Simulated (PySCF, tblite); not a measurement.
## Na+ and 2 × ammonia

A gas-phase complex of Na+ and 2 × ammonia; charge +1, singlet. The structure comes from a short search (6 tight-binding starts) and was relaxed by PBE0-D3(BJ)/def2-TZVPD; another way of binding may lie lower. No frequency run checks that it is a minimum.

Parts: 1 = Na+ ([Na+]), atoms 1, charge +1; 2 = ammonia (N), atoms 2–5; 3 = ammonia (N), atoms 6–9.

Coordinates in Å:
```
Na1     0.774    0.790   -0.475
N2      1.575   -1.081   -1.678
H3      2.293   -1.603   -1.183
H4      0.852   -1.761   -1.895
H5      1.991   -0.838   -2.574
N6     -0.028    2.663    0.733
H7      0.546    3.494    0.619
H8     -0.966    2.947    0.463
H9     -0.075    2.507    1.737
```

Contacts between parts, classed by geometry: Na1···N2 2.364 Å (ion contact); Na1···N6 2.369 Å (ion contact).

Interaction energies are complex less parts, with the parts frozen as they stand in it; counterpoise-corrected, in kcal/mol (PySCF).

Q: Give the interaction energy at each level run.

A: 
| level | interaction | superposition error removed |
| --- | --- | --- |
| wB97M-D3(BJ)/def2-TZVPD | -53.43 | -0.47 |
| PBE0-D3(BJ)/def2-TZVPD | -54.18 | -0.42 |

Q: What holds them together? Decompose the wB97M-D3(BJ)/def2-TZVPD energy: frozen parts, their antisymmetrised product, then relaxation.

A: electrostatic -60.8, Pauli repulsion +21.8, orbital relaxation -13.5, dispersion correction -1.5 kcal/mol, which sum to the value before the counterpoise correction; the Pauli term holds the exchange-correlation of the frozen density too. Of the attraction, 80 % is electrostatic, 18 % is orbital relaxation, 2 % is dispersion correction.

Q: Are the pair energies additive?

A: The pairs sum to -56.11 kcal/mol (1–2 -28.7, 1–3 -28.7, 2–3 1.2); the rest of +2.68 is a many-body weakening.

The parts were also relaxed and run alone, at the levels used for the complex: shieldings by PBE0/pcSseg-2; core levels by delta-SCF with SCAN, pcX-2 on the ionised atom and pcseg-1 elsewhere, spin-free X2C.

Values alone: shielding of Na1 (ppm): 623.7; shielding of N2 (ppm): 263.7; shielding of N6 (ppm): 263.7; Na1 1s core level (eV): 1088.42; N2 1s core level (eV): 405.54.

Q: What does binding change?

A: 
```tsv
property	alone	in the complex	change
shielding of Na1 (ppm)	623.7	560.2	-63.5
shielding of N2 (ppm)	263.7	262.1	-1.6
shielding of N6 (ppm)	263.7	262.1	-1.6
Na1 1s core level (eV)	1088.42	1083.64	-4.78
N2 1s core level (eV)	405.54	410.67	+5.13
```
